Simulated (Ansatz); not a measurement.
in.yaml

```yaml
crystal:
  periodic: [false, false, false]
  atoms:
    - {symbol: Ge, position_ang: [0.000000, 0.010739, 0.272060]}
    - {symbol: N, position_ang: [0.000000, -0.131285, -1.425457]}
    - {symbol: H, position_ang: [0.000000, 1.289823, 1.134350]}
    - {symbol: H, position_ang: [0.000000, -1.027164, 0.935822]}
    - {symbol: H, position_ang: [0.000000, 0.787761, -1.868287]}
basis:
  gaussian: {orbitals: cc-pVDZ}
magnetization: {spin_polarized: false}
hamiltonian: {xc: {name: r2SCAN}}
correlation: {method: bccd_t, electrons: outside_noble_gas}
scf: {lower_state_search: full}
```

```sh
$ ansatz run in.yaml --threads 1 --pin off --events-out ev --progress --plain --max-ram 2393MiB
```

Log:

```
592 factors; integrals over basis functions are off by at most 1.1e-3 eV
mean field evaluation 1: about -58042.1162 eV, gradient 6.6e1 eV
mean field evaluation 2: about -58042.1202 eV, gradient 6.6e1 eV
mean field evaluation 4: about -58050.6379 eV, gradient 1.8e1 eV
mean field evaluation 8: about -58052.1078 eV, gradient 2.4e-1 eV
mean field evaluation 16: about -58052.1073 eV, gradient 2.0e-5 eV
mean field evaluation 32: about -58027.9557 eV, gradient 1.9e1 eV
mean field -58052.10734553 eV, -2133.3755958165 hartree, gradient 2.5e-6 eV, S^2 0.000000; 1 other end points of the search recorded, 0 dependent functions left out
15 core orbitals not correlated: weight in the atoms' cores, before any rotation towards them, 0.996 or more for the frozen orbitals, at most 0.003 for the correlated occupied ones
reference -57997.91037400 eV, -2131.3838938490 hartree; 6, 6 occupied and 35, 35 virtual orbitals, 592 factors
second order -8.07681928 eV of doubles, -0.34479765 eV of singles
cycle   1  -8.04602803 eV  change    3.6e-1 eV  update   1.2e-1
cycle   2  -8.35243479 eV  change   -3.1e-1 eV  update   6.2e-2
cycle   3  -8.46751442 eV  change   -1.2e-1 eV  update   2.0e-2
cycle   4  -8.50035844 eV  change   -3.3e-2 eV  update   8.1e-3
cycle   5  -8.50177237 eV  change   -1.4e-3 eV  update   3.1e-3
cycle   6  -8.50273974 eV  change   -9.7e-4 eV  update   1.1e-3
cycle   7  -8.50273135 eV  change    8.4e-6 eV  update   4.9e-4
cycle   8  -8.50252537 eV  change    2.1e-4 eV  update   1.6e-4
cycle   9  -8.50253460 eV  change   -9.2e-6 eV  update   5.9e-5
cycle  10  -8.50251565 eV  change    1.9e-5 eV  update   1.6e-5
cycle  11  -8.50251480 eV  change    8.6e-7 eV  update   6.4e-6
perturbative correction -0.34175080 eV, -0.0125591102 hartree
Total energy: -58006.75463960 eV, -2131.7089146149 hartree
```

Ran on 1 thread of Arm Neoverse V2, shared host: 4 s wall, 0.12 GiB peak host memory.
